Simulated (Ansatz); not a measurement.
A first try at a composite energy at a relaxed geometry of BH3NS, SMILES N[B]S, using the Python package of Ansatz (0.2.0).

`composite_bh3ns.py`
```python
import ansatz
import numpy as np

BASIS_SET = 'def2-SVP'
FUNCTIONAL = 'pbe0'

bh3ns = (
    ansatz.Crystal.molecule()
    .atom('N', [-0.8209, 0.325, -0.6495])
    .atom('B', [-0.3643, -0.6469, 0.3491])
    .atom('S', [0.6929, -0.0841, 1.7678])
    .atom('H', [-1.3365, -0.1536, -1.3807])
    .atom('H', [-0.0296, 0.7569, -1.1626])
    .atom('H', [1.9004, -0.2613, 1.0297])
)

base = (
    bh3ns.calculation()
    .basis(gaussian=BASIS_SET)
    .functional(FUNCTIONAL)
    .spin('collinear', total=1)
)
symbols = [site.symbol for site in bh3ns.cartesian_sites]
start = np.array([site.position_ang for site in bh3ns.cartesian_sites], dtype=float)
data = base.relax(force_tolerance=0.01, max_steps=30).report
end = np.array(data['positions_ang'])
print('final positions (A) and the move of each atom')
for symbol, xyz, old in zip(symbols, end, start):
    print(f'{symbol:2s} {xyz[0]:10.5f} {xyz[1]:10.5f} {xyz[2]:10.5f}   {np.linalg.norm(xyz - old):7.4f}')

minimum = ansatz.Crystal.molecule()
for symbol, place in zip(symbols, end):
    minimum = minimum.atom(symbol, place.tolist())
at_minimum = minimum.calculation().spin('collinear', total=1)
level = lambda method, basis: at_minimum.basis(gaussian=basis).correlation(method).run(threads=1).report
small, large, cluster = level('mp2', 'cc-pVDZ'), level('mp2', 'cc-pVTZ'), level('ccsd_t', 'cc-pVDZ')
corr = lambda each: (each['free_energy_ev'] - each['reference_energy_ev']) / 27.211386246
mp2_limit = (27 * corr(large) - 8 * corr(small)) / 19
pieces = {'HF / cc-pVTZ': large['reference_energy_ev'] / 27.211386246, 'MP2 correlation, DZ-TZ limit': mp2_limit, 'CCSD(T) - MP2 / cc-pVDZ': corr(cluster) - corr(small)}
for name, value in pieces.items():
    print(f'{name:32s} {value:14.6f} Ha')
print(f'{"sum":32s} {sum(pieces.values()):14.6f} Ha')
print('T1 diagnostic', round(cluster['correlation']['coupled_cluster']['t1_diagnostic'], 4))
```

```console
$ python composite_bh3ns.py
Traceback (most recent call last):
  File "composite_bh3ns.py", line 25, in <module>
    data = base.relax(force_tolerance=0.01, max_steps=30).report
           ^^^^^^^^^^^^^^^^^^^^^^^^^^^^^^^^^^^^^^^^^^^^^^^^^^^^^
AttributeError: 'Calculation' object has no attribute 'report'
```

Find the fault and give the corrected script.

The fault: the calculation is never run. The correction:

`composite_bh3ns.py`
```python
import ansatz
import numpy as np

BASIS_SET = 'def2-SVP'
FUNCTIONAL = 'pbe0'

bh3ns = (
    ansatz.Crystal.molecule()
    .atom('N', [-0.8209, 0.325, -0.6495])
    .atom('B', [-0.3643, -0.6469, 0.3491])
    .atom('S', [0.6929, -0.0841, 1.7678])
    .atom('H', [-1.3365, -0.1536, -1.3807])
    .atom('H', [-0.0296, 0.7569, -1.1626])
    .atom('H', [1.9004, -0.2613, 1.0297])
)

base = (
    bh3ns.calculation()
    .basis(gaussian=BASIS_SET)
    .functional(FUNCTIONAL)
    .spin('collinear', total=1)
)
symbols = [site.symbol for site in bh3ns.cartesian_sites]
start = np.array([site.position_ang for site in bh3ns.cartesian_sites], dtype=float)
data = base.relax(force_tolerance=0.01, max_steps=100).run(threads=1).report
end = np.array(data['positions_ang'])
print('final positions (A) and the move of each atom')
for symbol, xyz, old in zip(symbols, end, start):
    print(f'{symbol:2s} {xyz[0]:10.5f} {xyz[1]:10.5f} {xyz[2]:10.5f}   {np.linalg.norm(xyz - old):7.4f}')

minimum = ansatz.Crystal.molecule()
for symbol, place in zip(symbols, end):
    minimum = minimum.atom(symbol, place.tolist())
at_minimum = minimum.calculation().spin('collinear', total=1)
level = lambda method, basis: at_minimum.basis(gaussian=basis).correlation(method).run(threads=1).report
small, large, cluster = level('mp2', 'cc-pVDZ'), level('mp2', 'cc-pVTZ'), level('ccsd_t', 'cc-pVDZ')
corr = lambda each: (each['free_energy_ev'] - each['reference_energy_ev']) / 27.211386246
mp2_limit = (27 * corr(large) - 8 * corr(small)) / 19
pieces = {'HF / cc-pVTZ': large['reference_energy_ev'] / 27.211386246, 'MP2 correlation, DZ-TZ limit': mp2_limit, 'CCSD(T) - MP2 / cc-pVDZ': corr(cluster) - corr(small)}
for name, value in pieces.items():
    print(f'{name:32s} {value:14.6f} Ha')
print(f'{"sum":32s} {sum(pieces.values()):14.6f} Ha')
print('T1 diagnostic', round(cluster['correlation']['coupled_cluster']['t1_diagnostic'], 4))
```

With that change:

```console
$ python composite_bh3ns.py
final positions (A) and the move of each atom
N    -0.62129    0.08131   -0.75662    0.3327
B    -0.54346   -0.44725    0.52042    0.3183
S     0.78294   -0.47576    1.71574    0.4052
H    -1.45851    0.01551   -1.32113    0.2169
H     0.14096    0.56924   -1.21927    0.2598
H     1.74135    0.19296    1.01465    0.4815
HF / cc-pVTZ                        -478.473304 Ha
MP2 correlation, DZ-TZ limit          -0.507717 Ha
CCSD(T) - MP2 / cc-pVDZ               -0.045677 Ha
sum                                 -479.026698 Ha
T1 diagnostic 0.0145
```

Total energies depend on the basis set; only differences at equal settings carry meaning. The sum leaves out core correlation, relativity, the Hartree-Fock basis error and zero-point energy; a DZ-TZ extrapolation is rough. The species is open-shell (spin multiplicity 2). Inner cores stay frozen, so this is valence correlation. For Al to Cl the sets with a tight d function, cc-pV(X+d)Z, are usual. The whole script took 19 s on 1 thread of Intel(R) Xeon(R) 6975P-C (Granite Rapids) (shared host), peak memory 0.31 GiB.

(Lines on the test bed's own set-up are left out of the output.)
